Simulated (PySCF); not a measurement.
**Bond curve of SiS**

Set-up: Si def2-TZVPPD, S def2-TZVPPD; no relativity (PySCF 2.14). Energies in eV from Si + S in their ground configurations at the same level. State: ¹Σ⁺ (singlet), closed shell.

All columns are ωB97X-V. A positive dipole means Si(−)S(+).

```json
{"R (Å)": "1.664", "E (eV)": "-4.679", "μ (D)": "-0.65", "Mulliken charge on Si (basis-dependent)": "0.15", "HOMO (eV)": "-10.04", "LUMO (eV)": "0.44", "Mayer bond order": "2.54", "⟨S²⟩": "0.00"}
{"R (Å)": "1.742", "E (eV)": "-5.624", "μ (D)": "-1.01", "Mulliken charge on Si (basis-dependent)": "0.18", "HOMO (eV)": "-10.17", "LUMO (eV)": "0.21", "Mayer bond order": "2.49", "⟨S²⟩": "0.00"}
{"R (Å)": "1.819", "E (eV)": "-6.131", "μ (D)": "-1.38", "Mulliken charge on Si (basis-dependent)": "0.22", "HOMO (eV)": "-10.26", "LUMO (eV)": "-0.02", "Mayer bond order": "2.43", "⟨S²⟩": "0.00"}
{"R (Å)": "1.877", "E (eV)": "-6.296", "μ (D)": "-1.66", "Mulliken charge on Si (basis-dependent)": "0.25", "HOMO (eV)": "-10.31", "LUMO (eV)": "-0.18", "Mayer bond order": "2.40", "⟨S²⟩": "0.00"}
{"R (Å)": "1.935", "E (eV)": "-6.321", "μ (D)": "-1.95", "Mulliken charge on Si (basis-dependent)": "0.28", "HOMO (eV)": "-10.34", "LUMO (eV)": "-0.35", "Mayer bond order": "2.37", "⟨S²⟩": "0.00"}
{"R (Å)": "1.993", "E (eV)": "-6.237", "μ (D)": "-2.24", "Mulliken charge on Si (basis-dependent)": "0.30", "HOMO (eV)": "-10.29", "LUMO (eV)": "-0.51", "Mayer bond order": "2.34", "⟨S²⟩": "0.00"}
{"R (Å)": "2.071", "E (eV)": "-5.998", "μ (D)": "-2.62", "Mulliken charge on Si (basis-dependent)": "0.33", "HOMO (eV)": "-10.04", "LUMO (eV)": "-0.73", "Mayer bond order": "2.31", "⟨S²⟩": "0.00"}
{"R (Å)": "2.167", "E (eV)": "-5.558", "μ (D)": "-3.10", "Mulliken charge on Si (basis-dependent)": "0.36", "HOMO (eV)": "-9.76", "LUMO (eV)": "-0.98", "Mayer bond order": "2.28", "⟨S²⟩": "0.00"}
{"R (Å)": "2.283", "E (eV)": "-4.903", "μ (D)": "-3.65", "Mulliken charge on Si (basis-dependent)": "0.38", "HOMO (eV)": "-9.46", "LUMO (eV)": "-1.27", "Mayer bond order": "2.26", "⟨S²⟩": "0.00"}
{"R (Å)": "2.438", "E (eV)": "-3.933", "μ (D)": "-4.36", "Mulliken charge on Si (basis-dependent)": "0.41", "HOMO (eV)": "-9.12", "LUMO (eV)": "-1.62", "Mayer bond order": "2.22", "⟨S²⟩": "0.00"}
```

A fit through these points gives, at Re = 1.917 Å, μ = -1.86 D and dμ/dR = -4.94 D/Å; the reduced mass is 14.92 u.

Problem. How strong is the fundamental in the double-harmonic approximation, I = 42.26·(dμ/dR)²/μred km/mol?

Solution. I = 42.26·(-4.94)²/14.92 = 69.1 km/mol at ωB97X-V.
